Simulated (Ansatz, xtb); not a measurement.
System: AlF$_{3}$, net charge 0, singlet state. SMILES: [F][Al]([F])[F]
Structure (B3LYP-D3(BJ)/def2-TZVP (Ansatz, an electronic-structure program) minimum search):
```xyz
4

Al     0.0000     0.0000     0.0000
F     -0.0003     1.6340     0.0254
F      1.4150    -0.8162    -0.0451
F     -1.4147    -0.8178     0.0197
```
Charge 0, spin multiplicity 1.

Harmonic wavenumbers from GFN2-xTB (xtb, at its own minimum), cm⁻¹: 196, 196, 298, 634, 894, 894.

Problem. Give the harmonic wavenumbers at B3LYP-D3(BJ)/def2-TZVP (Ansatz, finite differences of forces, unscaled).

Solution. 245, 245, 295, 689, 952, 952 cm⁻¹. Zero-point energy 4.8 kcal/mol.

Problem. From these and the geometry, give the ideal-gas thermochemistry at 298.15 K and 1 atm (rigid rotor, harmonic oscillator).

Solution. Point group D3h, rotational symmetry number 6. Rotational constants 6.641, 6.641, 3.32 GHz. S(trans) 39.20, S(rot) 21.64, S(vib) 5.52, S(elec, spin only) 0.00, S 66.4 cal/(mol K). H(298) - H(0) 3.39 kcal/mol; G - E(el) -11.6 kcal/mol.
